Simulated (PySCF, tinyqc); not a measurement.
Worked calculation: RHF in the sto-6g basis, for BH, spin multiplicity 1. This run ends on a higher stationary point, not on the lowest solution. The lowest restricted solution is unstable here: a spin-polarised one lies 0.0148 hartree lower (PySCF). One step of it, computed by the program tinyqc.

Question. Iteration 2: building the Fock matrix. J_ij = sum D_kl (ij|kl), K_ij = sum D_kl (ik|jl); F = H + J - 0.5 K; E = tr D H + tr D J / 2 - 0.25 tr D K + E_nn.

D after iteration 1, lower triangle:
```
,1B 1s,1B 2s,1B 2px,1B 2py,1B 2pz,2H 1s
1B 1s,2.064070
1B 2s,-0.212315,0.756540
1B 2px,0.000000,0.000000,0.203298
1B 2py,0.000000,0.000000,-0.604373,1.796702
1B 2pz,-0.147065,0.438876,0.000000,0.000000,0.254881
2H 1s,-0.167725,0.471795,0.000000,0.000000,0.274114,0.294844
```

core Hamiltonian H = T + V (hartree), lower triangle:
```
,1B 1s,1B 2s,1B 2px,1B 2py,1B 2pz,2H 1s
1B 1s,-12.920785
1B 2s,-3.204234,-3.829133
1B 2px,0.000000,0.000000,-3.033316
1B 2py,0.000000,0.000000,0.000000,-3.033316
1B 2pz,-0.022405,-0.176570,0.000000,0.000000,-3.168691
2H 1s,-1.009839,-1.913136,0.000000,0.000000,-1.678708,-2.805556
```

Two-electron integrals (ij|kl) in chemists' order, unique and non-zero (hartree):
```
i,j,k,l,(ij|kl)
1,1,1,1,2.924993
2,1,1,1,0.480756
2,1,2,1,0.099484
2,2,1,1,0.743449
2,2,2,1,0.188967
2,2,2,2,0.544922
3,1,3,1,0.021096
3,2,3,1,0.030854
3,2,3,2,0.120443
3,3,1,1,0.743450
3,3,2,1,0.188967
3,3,2,2,0.544922
3,3,3,3,0.587109
4,1,4,1,0.021096
4,2,4,1,0.030854
4,2,4,2,0.120443
4,3,4,3,0.031641
4,4,1,1,0.743450
4,4,2,1,0.188967
4,4,2,2,0.544922
4,4,3,3,0.523827
4,4,4,4,0.587109
5,1,5,1,0.021096
5,2,5,1,0.030854
5,2,5,2,0.120443
5,3,5,3,0.031641
5,4,5,4,0.031641
5,5,1,1,0.743450
5,5,2,1,0.188967
5,5,2,2,0.544922
5,5,3,3,0.523827
5,5,4,4,0.523827
5,5,5,5,0.587109
6,1,1,1,0.156333
6,1,2,1,0.031266
6,1,2,2,0.058649
6,1,3,3,0.058329
6,1,4,4,0.058329
6,1,5,1,0.002444
6,1,5,2,0.004591
6,1,5,5,0.059288
6,1,6,1,0.010194
6,2,1,1,0.320309
6,2,2,1,0.082464
6,2,2,2,0.255526
6,2,3,3,0.248847
6,2,4,4,0.248847
6,2,5,1,0.009602
6,2,5,2,0.052931
6,2,5,5,0.268881
6,2,6,1,0.027324
6,2,6,2,0.155975
6,3,3,1,0.009374
6,3,3,2,0.040694
6,3,5,3,0.010336
6,3,6,3,0.018891
6,4,4,1,0.009374
6,4,4,2,0.040694
6,4,5,4,0.010336
6,4,6,4,0.018891
6,5,1,1,0.282022
6,5,2,1,0.073747
6,5,2,2,0.240860
6,5,3,3,0.228093
6,5,4,4,0.228093
6,5,5,1,0.016857
6,5,5,2,0.086686
6,5,5,5,0.266393
6,5,6,1,0.025896
6,5,6,2,0.172852
6,5,6,5,0.206430
6,6,1,1,0.465885
6,6,2,1,0.122511
6,6,2,2,0.423466
6,6,3,3,0.398266
6,6,4,4,0.398266
6,6,5,1,0.019064
6,6,5,2,0.132618
6,6,5,5,0.473866
6,6,6,1,0.041855
6,6,6,2,0.316493
6,6,6,5,0.383844
6,6,6,6,0.774999
```

nuclear repulsion = 2.38153560 hartree

Give: Coulomb J; exchange K; Fock matrix F; total energy of this density.

Answer.

Coulomb J (hartree), lower triangle:
```
,1B 1s,1B 2s,1B 2px,1B 2py,1B 2pz,2H 1s
1B 1s,8.6139
1B 2s,1.6630,3.5736
1B 2px,0.0000,0.0000,3.5183
1B 2py,0.0000,0.0000,-0.0382,3.6191
1B 2pz,0.0440,0.2317,0.0000,0.0000,3.5834
2H 1s,0.5378,1.7554,0.0000,0.0000,1.7090,2.9816
```

exchange K (hartree), lower triangle:
```
,1B 1s,1B 2s,1B 2px,1B 2py,1B 2pz,2H 1s
1B 1s,5.9375
1B 2s,1.0454,1.0974
1B 2px,0.0000,0.0000,0.3523
1B 2py,0.0000,0.0000,-0.3357,1.2374
1B 2pz,0.0018,0.5327,0.0000,0.0000,0.6175
2H 1s,0.3437,0.8741,0.0000,0.0000,0.7117,1.0855
```

Fock matrix F (hartree), lower triangle:
```
,1B 1s,1B 2s,1B 2px,1B 2py,1B 2pz,2H 1s
1B 1s,-7.2757
1B 2s,-2.0639,-0.8042
1B 2px,0.0000,0.0000,0.3088
1B 2py,0.0000,0.0000,0.1296,-0.0329
1B 2pz,0.0207,-0.2113,0.0000,0.0000,0.1060
2H 1s,-0.6439,-0.5948,0.0000,0.0000,-0.3256,-0.3667
```

total energy of this density = -24.689034 hartree
